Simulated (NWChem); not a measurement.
Species: methanol (CH₄O); SMILES CO

Computed with NWChem. Medium grid unless said otherwise, to which SCAN and Minnesota functionals are sensitive. Geometry: optimised at PBE0/def2-SVP. Level r2SCAN/def2-SVPD: energy and gradient; each run changes one setting, and changes count from the defaults (medium grid, exact Coulomb integrals, symmetry on).

Task: Which setting moves the energy most, and by about how much (defaults; coarse grid; extra-fine grid; Coulomb fitting, Ahlrichs set; Coulomb fitting, Weigend set)?

Result: Coulomb fitting, Ahlrichs set, by about 500 μHa.
```csv
setting,size of the energy change (μHa),largest change of a gradient component (μHa/bohr)
defaults,< 10,< 30
"Coulomb fitting, Weigend set",200,80
coarse grid,200,200
extra-fine grid,30,30
"Coulomb fitting, Ahlrichs set",500,70
```
